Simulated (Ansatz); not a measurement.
Species: SiH$_{3}$, charge 0, doublet. SiH3 (SMILES [SiH3], doublet).
B3LYP-D3(BJ)/def2-TZVP minimum from Ansatz (a quantum-chemistry and plane-wave program):
```xyz
4

Si    -0.0021     0.0010     0.0803
H      0.0008     1.4066    -0.3921
H      1.2360    -0.7020    -0.3341
H     -1.2075    -0.7183    -0.3975
```
Charge 0, spin multiplicity 2.

Total energies in cc-pV(Q+d)Z, 7 correlated electrons, 5 frozen orbitals. UHF or UKS for unpaired electrons; spin-orbit terms are left out. Cores are frozen in correlated methods. No relativity.

```
method    program  energy (Eh)  minus CCSDT(Q) (mEh)
--------  -------  -----------  --------------------
HF         Ansatz   -290.64619                153.67
MP2        Ansatz   -290.77056                 29.31
CCSD       Ansatz   -290.79503                  4.84
CCSD(T)    Ansatz   -290.79897                  0.90
CCSDT(Q)   Ansatz   -290.79987                  0.00
```

Rough core times of Ansatz's runs on a shared machine: CCSD(T) 30 s, CCSDT(Q) 50 min.
